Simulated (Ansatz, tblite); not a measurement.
# The cluster Sn₂Ge+: one state, many levels

One table from this session's results is given with a row withheld; the runs are named, their logs left out.

The runs use Ansatz 0.2.0, Gaussian basis; as each input shows.

The runs, in order: GFN1-xTB, GFN2-xTB, PBE-D4/def2-TZVP, r2SCAN-D4/def2-TZVP, LC-ωPBE/def2-TZVP, B97M-V/def2-TZVP, r2SCAN0-D4/def2-TZVP, BHLYP-D4/def2-TZVP, BLYP-D4/def2-TZVP, PBE-D4/def2-SVP, PBE0-D4/def2-SVP, CCSD(T)/def2-SVP, MP2/def2-TZVP, RPA/def2-TZVP.

4 further runs of the same task are left out: 4 set aside as unsound or not needed. Runs told in other sessions of the task aren't counted.

### The structure

The geometry is that of the doublet, from an earlier relaxation (PBE0-D4/def2-TZVP). At that level it is the lowest of the isomers that a small search found.

3 atoms, charge 1, spin multiplicity 2.

Bond lengths: Ge1–Sn2 2.575 Å, Ge1–Sn3 2.575 Å. Angles: Sn2–Ge1–Sn3 94.1°.

Sn takes a core potential in the def2 sets. No spin-orbit coupling is included. The ion is computed in the gas phase, without counter-ions or solvent.

PBE0-D4/def2-TZVP was run before; its log isn't repeated, and its numbers join the tables.

Set-up of the first run:

Tight binding, by tblite at 300 K electronic temperature and without a spin-polarisation term:

```python
tblite.interface.Calculator('GFN1-xTB', numbers, positions, charge=1, uhf=1).singlepoint()
```

Tight binding, by tblite at 300 K electronic temperature and without a spin-polarisation term:

```python
tblite.interface.Calculator('GFN2-xTB', numbers, positions, charge=1, uhf=1).singlepoint()
```

start.molden holds the orbitals of an earlier run on this state, given as this run's starting guess.

in.yaml

```yaml
crystal:
  periodic: [false, false, false]
  atoms:
    - {symbol: Ge, position_ang: [0.979426, -0.140162, 0.623115]}
    - {symbol: Sn, position_ang: [-0.261423, 1.940453, -0.249412]}
    - {symbol: Sn, position_ang: [-0.718003, -1.800291, -0.373703]}
basis:
  gaussian: {orbitals: def2-TZVP, initial_orbitals: start.molden}
total_charge: 1
magnetization: {spin_polarized: true, initial_magnetization: 1}
hamiltonian: {xc: pbe, dispersion: d4}
scf: {omitted_lower_state_checks: [starts]}
output: {forces: true, orbitals: {seedname: orbitals}}
```

Launch:

```sh
$ ansatz run in.yaml --threads 4 --pin off --events-out ev --progress --plain --max-ram 3916MiB
```

Among the steps run: PBE-D4/def2-TZVP; r2SCAN-D4/def2-TZVP; LC-ωPBE/def2-TZVP; B97M-V/def2-TZVP; r2SCAN0-D4/def2-TZVP; BHLYP-D4/def2-TZVP; BLYP-D4/def2-TZVP; PBE-D4/def2-SVP; PBE0-D4/def2-SVP; CCSD(T)/def2-SVP; MP2/def2-TZVP; RPA/def2-TZVP.

One table of the session follows, with a row left open; its other results are not shown here.

```
               level  HOMO (eV)  LUMO (eV)  gap (eV)
     PBE-D4/def2-SVP      -9.87      -9.56      0.31
    PBE-D4/def2-TZVP      -9.81      -9.49      0.32
   BLYP-D4/def2-TZVP      -9.65      -9.43      0.22
 r2SCAN-D4/def2-TZVP          ?          ?         ?
    B97M-V/def2-TZVP      -9.83      -9.39      0.44
    PBE0-D4/def2-SVP     -10.62      -8.75      1.86
   PBE0-D4/def2-TZVP     -10.56      -8.67      1.89
r2SCAN0-D4/def2-TZVP     -10.71      -8.58      2.13
  BHLYP-D4/def2-TZVP     -11.10      -7.85      3.24
   LC-ωPBE/def2-TZVP     -12.51      -6.45      6.06
```

Estimate the missing values for r2SCAN-D4/def2-TZVP.

As computed: HOMO (eV): -10.03; LUMO (eV): -9.32; gap (eV): 0.71. In the column «HOMO (eV)» it lies between PBE0-D4/def2-TZVP (-10.56) and PBE-D4/def2-SVP (-9.87).

To keep in mind: Notes on CCSD(T)/def2-SVP: spin contamination.
